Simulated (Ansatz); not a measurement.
**[CH₃···H···H], doublet in 6-31G: errors against full CI**

Geometry: a point of a hydrogen-transfer path between rigid fragments, not a stationary point.

```
atom    x (Å)    y (Å)    z (Å)
   C  -0.1565   0.0000   0.0000
   H  -0.5197   1.0273   0.0000
   H  -0.5197  -0.5137   0.8897
   H  -0.5197  -0.5137  -0.8897
   H   1.2285   0.0000   0.0000
   H   2.1955   0.0000   0.0000
```

Basis 6-31G; Ansatz 0.2.0. Correlated methods freeze the noble-gas cores, which leaves 9 electrons in 18 orbitals. Prefix R: restricted or restricted open-shell reference; prefix U: unrestricted. Active spaces: valence = (9e, 9o) chosen from the atoms' valence shells; pair = (3e, 3o) about the gap.

Full CI is exact within this basis and frozen core; it isn't the basis-set limit. The frozen core follows each run's orbitals, which can shift R against U totals by a few meV.

For open shells CISD is restricted-active-space CI with the open shells as a complete middle space.

```
UHF ⟨S²⟩                          : 0.795
T1 diagnostic (RCCSD)             : 0.0214
largest doubles amplitude (RCCSD) : 0.089
T1 diagnostic (UCCSD)             : 0.0137
```

| level | E − E(RHF) (eV) |
| --- | --- |
| UHF | -0.3243 |
| RMP2 | -3.0997 |
| UMP2 | -3.0650 |
| RCCSD | -3.7451 |
| UCCSD | -3.7504 |
| RCCSD(T) | -3.8037 |
| UCCSD(T) | -3.8024 |

(1) Estimate how far full CI in 6-31G lies from RCCSD(T). The table doesn't fix it; the size of (T) and the diagnostics are the guide.

(1) Full CI in 6-31G lies 0.42 mEh below RCCSD(T), which is 20 % of the (T) step (-2.15 mEh). The diagnostics are small and one determinant leads, so the series closes fast and only a small part of (T) is left.

The other levels:

| level | E − E(full CI) (mEh) | share of correlation (%) | wall time |
| --- | --- | --- | --- |
| CISD | 9.30 | 93.36 | 0.27 s |
| BCCD(T) | 0.45 | 99.68 | 0.51 s |
| RCCSDT | 0.12 | 99.92 | – |
| UCCSDT | 0.10 | 99.93 | – |
| RCCSDT(Q) | 0.01 | 99.99 | 2 s |
| UCCSDT(Q) | 0.00 | 100.00 | 1.9 s |
| RCCSDTQ | 0.01 | 99.99 | 20 s |
| CASSCF (pair space) | 109.80 | 21.68 | – |
| NEVPT2 (pair space) | 19.63 | 86.00 | 0.18 s |
| CASSCF (valence space) | 42.13 | 69.95 | – |
| NEVPT2 (valence space) | 9.47 | 93.24 | 1.6 s |
| MRCISD (valence space) | 0.93 | 99.34 | – |
| MRCISD+Q (valence space) | 0.12 | 99.92 | 3.1 s |

The correlation energy at full CI, counted from RHF, is -3.815 eV. That run took 68 s on 1 thread of Intel Xeon 6975P-C, shared host over 13,106,016 determinants.

Times hold each run's SCF and search for its determinant on a shared host, so for small cases they say little of a method's own cost; they ran on 1 thread of Intel Xeon 6975P-C.

The full-CI state has the irrep A' of Cs, in the program's axes (one component, if the state is degenerate).

Natural occupations of full CI about the gap: 1.979 1.967 1.967 1.955 0.997 0.037 0.024 0.024 0.021 0.006; effectively unpaired electrons, Σ n²(2−n)², 1.03.
